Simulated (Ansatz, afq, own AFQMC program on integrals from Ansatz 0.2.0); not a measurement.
**CH3N, triplet in def2-TZVP, levels against CCSDT(Q)**

```xyz
5

C    -0.0342   -0.3828    0.0369
N     0.6306    0.6593   -0.2285
H    -1.0973   -0.4032    0.3450
H     0.4576   -1.3670   -0.0355
H     0.0434    1.4937   -0.1179
```

Connectivity, by distances: CH2–NH.

Basis def2-TZVP. Only valence electrons are correlated. Integrals, coupled cluster, full CI and functionals: Ansatz 0.2.0; the random walks run on the same integrals in our own AFQMC program. ph-AFQMC/CISD is guided by a CISD state made of CCSD amplitudes; releasing the constraint for a short imaginary time cuts its bias at the price of noise, slowly where states lie close. ± is one standard error of the sampling.

Determinant: UHF, the one that the program's search chose, which needn't be the lowest solution. The geometry is a PBE0/def2-SVP stationary point of this or a neighbouring charge and spin state.

No full CI on the walks' own integrals is used here; CCSDT(Q) serves as the reference and is uncertain by about the last step of the cluster series.

Cautions: another spin lies lower (by 4.70 eV); the released energies have errors that jump between times, so the bars are unsure, so no released level is given (meV from the phaseless value at times in 1/Eh: 105 ± 118 at 0.24, -13 ± 4 at 0.51, -40 ± 5 at 0.99, -25 ± 5 at 1.62, -24 ± 9 at 2.40), though the last usable value meets CCSDT(Q) within the noise.

The T1 diagnostic is 0.0278. The weight of the determinant in the CISD state is 0.876, the ⟨S²⟩ of the determinant is 2.021 and the size of the correlated space is 12 electrons in 78 orbitals.

Reference: CCSDT(Q), correlation energy -9.897 eV.

```
        level  E − E(reference) (mEh)  share of correlation (%)
           HF                  363.71                      0.00
          MP2                   43.06                     88.16
         CCSD                   14.39                     96.04
      CCSD(T)                    1.57                     99.57
        CCSDT                    0.61                     99.83
ph-AFQMC/CISD             0.78 ± 0.20                     99.79
```
